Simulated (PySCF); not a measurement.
**From one method to the next for CH**

What do other methods print for CH?

Method: each script names its method and basis; program: PySCF 2.14.0.

2 further runs of the same task are left out: 2 that didn't finish.

## 1. Where the work starts

CH: 2 atoms, charge 0, spin multiplicity 2.

Bond lengths: H1–C2 1.030 Å.

## 2. The run that the others are compared with

File input.py:

```python
from pyscf import gto, dft

mol = gto.M(
    atom='H 0 0 0; C 0 0 1.03',
    basis='6-311++g**',
    charge=0,
    spin=1,
    verbose=3,
)
mf = dft.ROKS(mol, xc='hcth407')
mf.kernel()
mf.dip_moment()
print('orbital energies (hartree):', mf.mo_energy[..., max(0, mol.nelec[1]-3):mol.nelec[0]+3].round(4))
```

The run is started by

```console
> OMP_NUM_THREADS=1 python input.py
```

Its log is not repeated here.

Base result: E(SCF) = -38.473980 Eh, μ = 1.70 D.

The bond length is a typed value, not an optimised one.

## 3. TDA (UKS)

Run 1 changes step after the SCF: none → tda; SCF type: ROKS → UKS; number of roots: none → 4.

File input.py:

```python
from pyscf import gto, dft, tdscf

mol = gto.M(
    atom='H 0 0 0; C 0 0 1.03',
    basis='6-311++g**',
    charge=0,
    spin=1,
    verbose=3,
)
mf = dft.UKS(mol, xc='hcth407')
mf.kernel()
td = tdscf.TDA(mf)
td.nstates = 4
td.kernel()
td.analyze()
mf.dip_moment()
print('orbital energies (hartree):', [e[max(0, n-3):n+3].round(4) for e, n in zip(mf.mo_energy, mol.nelec)])
```

The run is started by

```console
> OMP_NUM_THREADS=1 python input.py
```

## 4. CASCI (ROHF)

Run 2 changes step after the SCF: none → casci; SCF type: ROKS → ROHF; functional: hcth407 → none (Hartree–Fock); active space: none → 5 electrons in 6 orbitals.

Changes to input.py since step 2:

```diff
@@ -1,2 +1,2 @@
-from pyscf import gto, dft
+from pyscf import gto, scf, mcscf
 
@@ -9,4 +9,7 @@
 )
-mf = dft.ROKS(mol, xc='hcth407')
+mf = scf.ROHF(mol)
 mf.kernel()
+mc = mcscf.CASCI(mf, 6, 5)
+mc.kernel()
+mc.analyze()
 mf.dip_moment()
```

## 5. B3pw91

Run 3 changes functional: hcth407 → b3pw91.

Changes to input.py since step 2:

```diff
@@ -9,3 +9,3 @@
 )
-mf = dft.ROKS(mol, xc='hcth407')
+mf = dft.ROKS(mol, xc='b3pw91')
 mf.kernel()
```

**Question.** What will these runs give? Wanted: for each run, E(SCF); from base; gap, α spin; SCF dipole; after the SCF.

As calculated:

```csv
run,E(SCF) (hartree),from base (eV),"gap, α spin (eV)",SCF dipole (D),after the SCF
base,-38.473980,0,n/a,1.70,n/a
TDA (UKS),-38.475908,-0.0525,0.64,1.70,lowest root found 0.35 eV
CASCI (ROHF),-38.270585,not comparable,n/a,1.84,CASCI correlation -0.119 eV
b3pw91,-38.464012,not comparable,n/a,1.74,n/a
```

What this shows: Total energies of different functionals can't be compared with each other; differences within one functional can.
